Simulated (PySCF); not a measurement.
## H$_{3}$Si, SMILES `[SiH3]` (charge 0, multiplicity 2)

All values below come from ωB97X-D3(BJ)/def2-TZVP // B3LYP-D3(BJ)/def2-TZVP (PySCF 2.14.0).

```json
{
  "highest_occupied_spin_orbital": "-8.60 eV",
  "dipole_moment": "0.03 D",
  "total_energy": "-291.2602 Ha",
  "cost": "about 22 core-seconds (a rough figure)"
}
```

Bonded distances (Å): Si1–H2 1.483, Si1–H3 1.483, Si1–H4 1.483. Angles (°): H2–Si1–H3 111.0, H2–Si1–H4 111.0, H3–Si1–H4 111.0.
Charge 0, spin multiplicity 2.
